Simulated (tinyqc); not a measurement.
Inside a calculation (part 1 of 2). Method: UHF in the sto-3g basis, for BH2, spin multiplicity 2. Computed by tinyqc, a small Python program that keeps every step (integrals from PySCF). Settings: charge = 0, multiplicity = 2, basis = sto-3g, energy threshold = 1e-08, iteration cap = 74, orthogonalisation = canonical, start = random, DIIS depth = 0, method = UHF. Command: `OMP_NUM_THREADS=1 python tinyqc.py 30253 30254 out.jsonl` (the two numbers bound the seeds that draw the settings). One thread of a shared host (Intel(R) Xeon(R) Processor @ 2.60GHz), about 0.1 s of CPU time with the checks. Later iterations appear only in the table of the cycle.

## One-electron integrals

Geometry (angstrom):
```
atom        x         y        z
B     0.00000   0.00000  0.00000
H     0.00000   1.00700  0.47800
H     0.00000  -1.00700  0.47800
```

Basis sto-3g: exponents (1/bohr^2) and contraction coefficients of normalised primitives:
```
element  l (shell)  exponent  coefficient
B            s (1)  48.79111      0.15433
B            s (1)   8.88736      0.53533
B            s (1)   2.40527      0.44463
B            s (2)   2.23696     -0.09997
B            s (2)   0.51982      0.39951
B            s (2)   0.16906      0.70012
B            p (3)   2.23696      0.15592
B            p (3)   0.51982      0.60768
B            p (3)   0.16906      0.39196
H            s (1)   3.42525      0.15433
H            s (1)   0.62391      0.53533
H            s (1)   0.16886      0.44463
```

Overlap, kinetic and nuclear-attraction integrals over the contracted functions; the nuclear repulsion is the sum of Za Zb / Rab.

nuclear repulsion = 5.0100547 hartree

overlap S:
```
          1B 1s    1B 2s   1B 2px    1B 2py   1B 2pz    2H 1s     3H 1s
1B 1s   1.00000  0.26933  0.00000   0.00000  0.00000  0.07899   0.07899
1B 2s   0.26933  1.00000  0.00000   0.00000  0.00000  0.51536   0.51536
1B 2px  0.00000  0.00000  1.00000   0.00000  0.00000  0.00000   0.00000
1B 2py  0.00000  0.00000  0.00000   1.00000  0.00000  0.46285  -0.46285
1B 2pz  0.00000  0.00000  0.00000   0.00000  1.00000  0.21971   0.21971
2H 1s   0.07899  0.51536  0.00000   0.46285  0.21971  1.00000   0.11650
3H 1s   0.07899  0.51536  0.00000  -0.46285  0.21971  0.11650   1.00000
```

kinetic energy T (hartree):
```
           1B 1s     1B 2s   1B 2px    1B 2py   1B 2pz     2H 1s     3H 1s
1B 1s   10.82630  -0.04797  0.00000   0.00000  0.00000  -0.01241  -0.01241
1B 2s   -0.04797   0.35917  0.00000   0.00000  0.00000   0.10840   0.10840
1B 2px   0.00000   0.00000  1.12388   0.00000  0.00000   0.00000   0.00000
1B 2py   0.00000   0.00000  0.00000   1.12388  0.00000   0.24347  -0.24347
1B 2pz   0.00000   0.00000  0.00000   0.00000  1.12388   0.11557   0.11557
2H 1s   -0.01241   0.10840  0.00000   0.24347  0.11557   0.76003  -0.01027
3H 1s   -0.01241   0.10840  0.00000  -0.24347  0.11557  -0.01027   0.76003
```

nuclear attraction V (hartree):
```
            1B 1s     1B 2s    1B 2px    1B 2py    1B 2pz     2H 1s     3H 1s
1B 1s   -24.09685  -3.39508   0.00000   0.00000  -0.01816  -1.00862  -1.00862
1B 2s    -3.39508  -4.67631   0.00000   0.00000  -0.15095  -2.18621  -2.18621
1B 2px    0.00000   0.00000  -4.55616   0.00000   0.00000   0.00000   0.00000
1B 2py    0.00000   0.00000   0.00000  -4.77695   0.00000  -1.86355   1.86355
1B 2pz   -0.01816  -0.15095   0.00000   0.00000  -4.60590  -0.91686  -0.91686
2H 1s    -1.00862  -2.18621   0.00000  -1.86355  -0.91686  -3.81649  -0.49396
3H 1s    -1.00862  -2.18621   0.00000   1.86355  -0.91686  -0.49396  -3.81649
```

core Hamiltonian H = T + V (hartree):
```
            1B 1s     1B 2s    1B 2px    1B 2py    1B 2pz     2H 1s     3H 1s
1B 1s   -13.27055  -3.44305   0.00000   0.00000  -0.01816  -1.02103  -1.02103
1B 2s    -3.44305  -4.31714   0.00000   0.00000  -0.15095  -2.07782  -2.07782
1B 2px    0.00000   0.00000  -3.43228   0.00000   0.00000   0.00000   0.00000
1B 2py    0.00000   0.00000   0.00000  -3.65307   0.00000  -1.62008   1.62008
1B 2pz   -0.01816  -0.15095   0.00000   0.00000  -3.48202  -0.80129  -0.80129
2H 1s    -1.02103  -2.07782   0.00000  -1.62008  -0.80129  -3.05646  -0.50423
3H 1s    -1.02103  -2.07782   0.00000   1.62008  -0.80129  -0.50423  -3.05646
```

## Two-electron integrals

Functions are numbered as in S; the eight-fold symmetry (ij|kl) = (ji|kl) = (kl|ij) leaves the list below.

Two-electron integrals (ij|kl) in chemists' order, unique and non-zero (hartree):
```
(11|11) 2.92351    (21|11) 0.51838    (21|21) 0.10926    (22|11) 0.74423
(22|21) 0.19318    (22|22) 0.54480    (31|31) 0.02026    (32|31) 0.03000
(32|32) 0.12035    (33|11) 0.74249    (33|21) 0.19324    (33|22) 0.54468
(33|33) 0.58677    (41|41) 0.02026    (42|41) 0.03000    (42|42) 0.12035
(43|43) 0.03163    (44|11) 0.74249    (44|21) 0.19324    (44|22) 0.54468
(44|33) 0.52351    (44|44) 0.58677    (51|51) 0.02026    (52|51) 0.03000
(52|52) 0.12035    (53|53) 0.03163    (54|54) 0.03163    (55|11) 0.74249
(55|21) 0.19324    (55|22) 0.54468    (55|33) 0.52351    (55|44) 0.52351
(55|55) 0.58677    (61|11) 0.15231    (61|21) 0.03195    (61|22) 0.05652
(61|33) 0.05624    (61|41) 0.00214    (61|42) 0.00388    (61|44) 0.05695
(61|51) 0.00101    (61|52) 0.00184    (61|54) 0.00034    (61|55) 0.05640
(61|61) 0.00965    (62|11) 0.31890    (62|21) 0.08379    (62|22) 0.25441
(62|33) 0.24764    (62|41) 0.00834    (62|42) 0.04765    (62|44) 0.26403
(62|51) 0.00396    (62|52) 0.02262    (62|54) 0.00778    (62|55) 0.25133
(62|61) 0.02606    (62|62) 0.15475    (63|31) 0.00902    (63|32) 0.04041
(63|43) 0.00928    (63|53) 0.00441    (63|63) 0.01868    (64|11) 0.25397
(64|21) 0.06769    (64|22) 0.21694    (64|33) 0.20535    (64|41) 0.01494
(64|42) 0.07804    (64|44) 0.23696    (64|51) 0.00281    (64|52) 0.01787
(64|54) 0.01060    (64|55) 0.20829    (64|61) 0.02226    (64|62) 0.15517
(64|64) 0.17110    (65|11) 0.12055    (65|21) 0.03213    (65|22) 0.10298
(65|33) 0.09748    (65|41) 0.00281    (65|42) 0.01787    (65|44) 0.10367
(65|51) 0.01036    (65|52) 0.04889    (65|54) 0.01222    (65|55) 0.10768
(65|61) 0.01056    (65|62) 0.07366    (65|64) 0.07235    (65|65) 0.05302
(66|11) 0.46447    (66|21) 0.12437    (66|22) 0.42268    (66|33) 0.39736
(66|41) 0.01644    (66|42) 0.11960    (66|44) 0.45902    (66|51) 0.00780
(66|52) 0.05677    (66|54) 0.02927    (66|55) 0.41126    (66|61) 0.03969
(66|62) 0.31497    (66|64) 0.34559    (66|65) 0.16404    (66|66) 0.77461
(71|11) 0.15231    (71|21) 0.03195    (71|22) 0.05652    (71|33) 0.05624
(71|41) -0.00214   (71|42) -0.00388   (71|44) 0.05695    (71|51) 0.00101
(71|52) 0.00184    (71|54) -0.00034   (71|55) 0.05640    (71|61) 0.00916
(71|62) 0.02366    (71|64) 0.01808    (71|65) 0.00960    (71|66) 0.03471
(71|71) 0.00965    (72|11) 0.31890    (72|21) 0.08379    (72|22) 0.25441
(72|33) 0.24764    (72|41) -0.00834   (72|42) -0.04765   (72|44) 0.26403
(72|51) 0.00396    (72|52) 0.02262    (72|54) -0.00778   (72|55) 0.25133
(72|61) 0.02366    (72|62) 0.10562    (72|64) 0.07728    (72|65) 0.04897
(72|66) 0.16679    (72|71) 0.02606    (72|72) 0.15475    (73|31) 0.00902
(73|32) 0.04041    (73|43) -0.00928   (73|53) 0.00441    (73|63) 0.01168
(73|73) 0.01868    (74|11) -0.25397   (74|21) -0.06769   (74|22) -0.21694
(74|33) -0.20535   (74|41) 0.01494    (74|42) 0.07804    (74|44) -0.23696
(74|51) -0.00281   (74|52) -0.01787   (74|54) 0.01060    (74|55) -0.20829
(74|61) -0.01808   (74|62) -0.07728   (74|64) -0.04647   (74|65) -0.03511
(74|66) -0.11339   (74|71) -0.02226   (74|72) -0.15517   (74|74) 0.17110
(75|11) 0.12055    (75|21) 0.03213    (75|22) 0.10298    (75|33) 0.09748
(75|41) -0.00281   (75|42) -0.01787   (75|44) 0.10367    (75|51) 0.01036
(75|52) 0.04889    (75|54) -0.01222   (75|55) 0.10768    (75|61) 0.00960
(75|62) 0.04897    (75|64) 0.03511    (75|65) 0.03387    (75|66) 0.08139
(75|71) 0.01056    (75|72) 0.07366    (75|74) -0.07235   (75|75) 0.05302
(76|11) 0.07249    (76|21) 0.01898    (76|22) 0.05740    (76|33) 0.05597
(76|44) 0.05814    (76|51) 0.00155    (76|52) 0.00870    (76|55) 0.05805
(76|61) 0.00566    (76|62) 0.02969    (76|64) 0.02591    (76|65) 0.01543
(76|66) 0.05438    (76|71) 0.00566    (76|72) 0.02969    (76|74) -0.02591
(76|75) 0.01543    (76|76) 0.00698    (77|11) 0.46447    (77|21) 0.12437
(77|22) 0.42268    (77|33) 0.39736    (77|41) -0.01644   (77|42) -0.11960
(77|44) 0.45902    (77|51) 0.00780    (77|52) 0.05677    (77|54) -0.02927
(77|55) 0.41126    (77|61) 0.03471    (77|62) 0.16679    (77|64) 0.11339
(77|65) 0.08139    (77|66) 0.26191    (77|71) 0.03969    (77|72) 0.31497
(77|74) -0.34559   (77|75) 0.16404    (77|76) 0.05438    (77|77) 0.77461
```

## Orthogonalisation

S = U s U^T; canonical form X = U s^(-1/2), so that X^T S X = 1. Each column of U has its largest component positive (the first on a tie).

eigenvalues of S: 0.24789  0.28459  0.86925  1.00000  1.07722  1.59891  1.92214

X:
```
               1         2         3        4         5         6        7
1B 1s   -0.29982   0.00000   0.81131  0.00000  -0.55703   0.00000  0.19261
1B 2s    1.38349   0.00000  -0.29118  0.00000  -0.23478   0.00000  0.45186
1B 2px   0.00000   0.00000   0.00000  1.00000   0.00000   0.00000  0.00000
1B 2py   0.00000   1.26538   0.00000  0.00000   0.00000   0.58347  0.00000
1B 2pz   0.54403   0.00000   0.58832  0.00000   0.72812   0.00000  0.16865
2H 1s   -0.93118  -0.97792  -0.17506  0.00000   0.12796   0.37749  0.35393
3H 1s   -0.93118   0.97792  -0.17506  0.00000   0.12796  -0.37749  0.35393
```

## Starting guess

The start is random orthonormal orbitals; D(s) = C_occ C_occ^T for each spin.

D(alpha) at the start:
```
           1B 1s     1B 2s    1B 2px    1B 2py    1B 2pz     2H 1s     3H 1s
1B 1s    0.45948  -0.16754   0.17100  -0.11142   0.47122  -0.03260  -0.01543
1B 2s   -0.16754   1.94805   0.05264   0.39213   0.15407  -1.27004  -0.46213
1B 2px   0.17100   0.05264   0.55791   0.34276   0.14086   0.04241  -0.15845
1B 2py  -0.11142   0.39213   0.34276   0.44711  -0.06911  -0.39950  -0.29344
1B 2pz   0.47122   0.15407   0.14086  -0.06911   0.55297  -0.34857  -0.11746
2H 1s   -0.03260  -1.27004   0.04241  -0.39950  -0.34857   1.75575   0.65723
3H 1s   -0.01543  -0.46213  -0.15845  -0.29344  -0.11746   0.65723   0.31177
```

D(beta) at the start:
```
           1B 1s     1B 2s    1B 2px    1B 2py    1B 2pz     2H 1s     3H 1s
1B 1s    0.40133  -0.44335   0.11631  -0.18117   0.35683   0.22426   0.08815
1B 2s   -0.44335   0.63974  -0.20679   0.06129  -0.38854  -0.05162   0.02923
1B 2px   0.11631  -0.20679   0.50647   0.27716   0.03326   0.28402  -0.06101
1B 2py  -0.18117   0.06129   0.27716   0.36345  -0.20632  -0.09140  -0.16919
1B 2pz   0.35683  -0.38854   0.03326  -0.20632   0.32793   0.15676   0.08633
2H 1s    0.22426  -0.05162   0.28402  -0.09140   0.15676   0.62104   0.19963
3H 1s    0.08815   0.02923  -0.06101  -0.16919   0.08633   0.19963   0.12723
```

## Iteration 1: building the Fock matrix

J_ij = sum D_kl (ij|kl) with D = D(alpha) + D(beta), K_ij = sum D_kl (ik|jl) for each spin; F = H + J - K(s); E = tr D H + tr D J / 2 - 0.5 sum_s tr D(s) K(s) + E_nn.

Coulomb J (hartree):
```
          1B 1s     1B 2s    1B 2px    1B 2py   1B 2pz    2H 1s     3H 1s
1B 1s   6.18079   1.43261   0.00433   0.00348  0.02598  0.42211   0.42072
1B 2s   1.43261   3.68303  -0.01122   0.08498  0.06679  1.83300   1.72098
1B 2px  0.00433  -0.01122   3.64310   0.04935  0.01196  0.01283  -0.01782
1B 2py  0.00348   0.08498   0.04935   3.74269  0.00140  1.63863  -1.46340
1B 2pz  0.02598   0.06679   0.01196   0.00140  3.65659  0.77511   0.72013
2H 1s   0.42211   1.83300   0.01283   1.63863  0.77511  3.35812   0.39963
3H 1s   0.42072   1.72098  -0.01782  -1.46340  0.72013  0.39963   2.93077
```

exchange K(alpha) (hartree):
```
           1B 1s    1B 2s    1B 2px    1B 2py    1B 2pz    2H 1s     3H 1s
1B 1s    1.31929  0.33934   0.13461  -0.07807   0.33215  0.09764   0.18156
1B 2s    0.33934  0.77247   0.03976   0.00193   0.06239  0.39238   0.39123
1B 2px   0.13461  0.03976   0.49974   0.23339   0.06638  0.12117  -0.09594
1B 2py  -0.07807  0.00193   0.23339   0.49190  -0.09300  0.27381  -0.26264
1B 2pz   0.33215  0.06239   0.06638  -0.09300   0.47079  0.12234   0.15852
2H 1s    0.09764  0.39238   0.12117   0.27381   0.12234  0.74688   0.14168
3H 1s    0.18156  0.39123  -0.09594  -0.26264   0.15852  0.14168   0.47064
```

exchange K(beta) (hartree):
```
           1B 1s     1B 2s    1B 2px    1B 2py    1B 2pz    2H 1s     3H 1s
1B 1s    0.91327   0.12694   0.05711  -0.10295   0.25087  0.09672   0.13529
1B 2s    0.12694   0.58258  -0.04732  -0.02143  -0.02063  0.37574   0.34855
1B 2px   0.05711  -0.04732   0.40362   0.22792   0.04119  0.12494  -0.11424
1B 2py  -0.10295  -0.02143   0.22792   0.45551  -0.09518  0.23412  -0.26029
1B 2pz   0.25087  -0.02063   0.04119  -0.09518   0.39019  0.10509   0.13500
2H 1s    0.09672   0.37574   0.12494   0.23412   0.10509  0.57404   0.13851
3H 1s    0.13529   0.34855  -0.11424  -0.26029   0.13500  0.13851   0.44232
```

F(alpha) (hartree):
```
           1B 1s     1B 2s    1B 2px    1B 2py    1B 2pz     2H 1s     3H 1s
1B 1s   -8.40905  -2.34978  -0.13029   0.08155  -0.32433  -0.69657  -0.78187
1B 2s   -2.34978  -1.40658  -0.05098   0.08305  -0.14655  -0.63720  -0.74806
1B 2px  -0.13029  -0.05098  -0.28892  -0.18404  -0.05442  -0.10834   0.07813
1B 2py   0.08155   0.08305  -0.18404  -0.40228   0.09440  -0.25525   0.41932
1B 2pz  -0.32433  -0.14655  -0.05442   0.09440  -0.29622  -0.14852  -0.23968
2H 1s   -0.69657  -0.63720  -0.10834  -0.25525  -0.14852  -0.44521  -0.24627
3H 1s   -0.78187  -0.74806   0.07813   0.41932  -0.23968  -0.24627  -0.59633
```

F(beta) (hartree):
```
           1B 1s     1B 2s    1B 2px    1B 2py    1B 2pz     2H 1s     3H 1s
1B 1s   -8.00302  -2.13738  -0.05278   0.10643  -0.24305  -0.69564  -0.73560
1B 2s   -2.13738  -1.21669   0.03610   0.10641  -0.06353  -0.62056  -0.70538
1B 2px  -0.05278   0.03610  -0.19280  -0.17857  -0.02923  -0.11210   0.09642
1B 2py   0.10643   0.10641  -0.17857  -0.36589   0.09658  -0.21556   0.41696
1B 2pz  -0.24305  -0.06353  -0.02923   0.09658  -0.21562  -0.13127  -0.21616
2H 1s   -0.69564  -0.62056  -0.11210  -0.21556  -0.13127  -0.27237  -0.24311
3H 1s   -0.73560  -0.70538   0.09642   0.41696  -0.21616  -0.24311  -0.56800
```

total energy of this density = -14.8321376 hartree

## Iteration 1: diagonalisation and new density

Diagonalise F' = X^T F X, C = X C', fill 4 alpha and 3 beta electrons from the bottom; D(s) = C_occ C_occ^T. Each column has its largest component positive (the first on a tie).

F' = X^T F X (alpha) (hartree):
```
          1         2         3         4         5         6         7
1   0.10553  -0.04974   0.49144  -0.03295  -0.21847   0.00744   0.00192
2  -0.04974   0.50032   0.02437  -0.05054   0.01949  -0.03166   0.02859
3   0.49144   0.02437  -4.59433  -0.11758   3.36134   0.06434  -2.09758
4  -0.03295  -0.05054  -0.11758  -0.28892   0.04105  -0.17777  -0.06800
5  -0.21847   0.01949   3.36134   0.04105  -2.94865   0.01907   1.76748
6   0.00744  -0.03166   0.06434  -0.17777   0.01907  -0.51233   0.12533
7   0.00192   0.02859  -2.09758  -0.06800   1.76748   0.12533  -1.94318
```

orbital energies (alpha) (hartree): MO1 -8.42680, MO2 -0.86931, MO3 -0.60341, MO4 -0.33527, MO5 -0.15935, MO6 0.20061, MO7 0.51196

coefficients C (alpha):
```
             MO1       MO2       MO3       MO4       MO5       MO6       MO7
1B 1s    0.99441  -0.25401  -0.08128   0.03979  -0.03753  -0.17798   0.02916
1B 2s    0.02207   0.76716   0.31787  -0.40123   0.25474   1.14483  -0.17759
1B 2px   0.01608  -0.05451   0.47242   0.43465   0.75344  -0.11864  -0.05395
1B 2py  -0.00880  -0.17235   0.54551  -0.06312  -0.20091   0.17914   1.24009
1B 2pz   0.04404   0.09173  -0.10200   0.77256  -0.26717   0.71365  -0.04912
2H 1s   -0.01087   0.09630   0.24433   0.18706  -0.47963  -1.05596  -0.83008
3H 1s   -0.00749   0.27341  -0.27699   0.19547   0.02875  -0.83829   1.11576
```

F' = X^T F X (beta) (hartree):
```
          1         2         3         4         5         6         7
1   0.46370   0.09608   0.65105   0.06447  -0.30189  -0.05819   0.10025
2   0.09608   0.64085   0.09156  -0.02203  -0.04123  -0.08063   0.03626
3   0.65105   0.09156  -4.34369  -0.06778   3.21461   0.04711  -1.95126
4   0.06447  -0.02203  -0.06778  -0.19280  -0.00236  -0.18291  -0.00433
5  -0.30189  -0.04123   3.21461  -0.00236  -2.80753   0.02859   1.68954
6  -0.05819  -0.08063   0.04711  -0.18291   0.02859  -0.45366   0.15338
7   0.10025   0.03626  -1.95126  -0.00433   1.68954   0.15338  -1.77588
```

orbital energies (beta) (hartree): MO1 -8.01384, MO2 -0.81074, MO3 -0.51975, MO4 -0.28456, MO5 -0.06696, MO6 0.49894, MO7 0.72791

coefficients C (beta):
```
             MO1       MO2       MO3       MO4       MO5       MO6       MO7
1B 1s    1.00124  -0.22205  -0.10462   0.02627  -0.00114   0.15044   0.09710
1B 2s   -0.01340   0.65701   0.42478  -0.36314   0.02203  -0.99260  -0.72680
1B 2px   0.00666  -0.16104   0.37146   0.47024   0.77942  -0.08108  -0.02919
1B 2py  -0.02031  -0.25073   0.54163   0.02074  -0.27949   0.75873  -0.96476
1B 2pz   0.02701   0.02497  -0.19090   0.73274  -0.41729  -0.53908  -0.40155
2H 1s    0.01742   0.12214   0.26498   0.24698  -0.17742   0.20081   1.38563
3H 1s    0.00367   0.34974  -0.22254   0.25046   0.15795   1.34749  -0.25092
```

D(alpha) after iteration 1:
```
           1B 1s     1B 2s    1B 2px    1B 2py    1B 2pz     2H 1s     3H 1s
1B 1s    1.06156  -0.21472   0.00873  -0.01182   0.05952  -0.04769  -0.04661
1B 2s   -0.21472   0.85105  -0.06569   0.06632  -0.27106   0.07625   0.04311
1B 2px   0.00873  -0.06569   0.41534   0.23953   0.28331   0.19131  -0.06092
1B 2py  -0.01182   0.06632   0.23953   0.33135  -0.12061   0.10498  -0.21049
1B 2pz   0.05952  -0.27106   0.28331  -0.12061   0.61761   0.12795   0.20401
2H 1s   -0.04769   0.07625   0.19131   0.10498   0.12795   0.10408  -0.00470
3H 1s   -0.04661   0.04311  -0.06092  -0.21049   0.20401  -0.00470   0.18974
```

D(beta) after iteration 1:
```
           1B 1s     1B 2s    1B 2px    1B 2py    1B 2pz     2H 1s     3H 1s
1B 1s    1.06275  -0.20375   0.00357  -0.02133   0.04147  -0.03740  -0.05071
1B 2s   -0.20375   0.61228   0.05189   0.06561  -0.06505   0.19257   0.13520
1B 2px   0.00357   0.05189   0.16396   0.24144  -0.07475   0.07888  -0.13896
1B 2py  -0.02133   0.06561   0.24144   0.35665  -0.11021   0.11255  -0.20830
1B 2pz   0.04147  -0.06505  -0.07475  -0.11021   0.03780  -0.04707   0.05132
2H 1s   -0.03740   0.19257   0.07888   0.11255  -0.04707   0.08544  -0.01619
3H 1s   -0.05071   0.13520  -0.13896  -0.20830   0.05132  -0.01619   0.17186
```
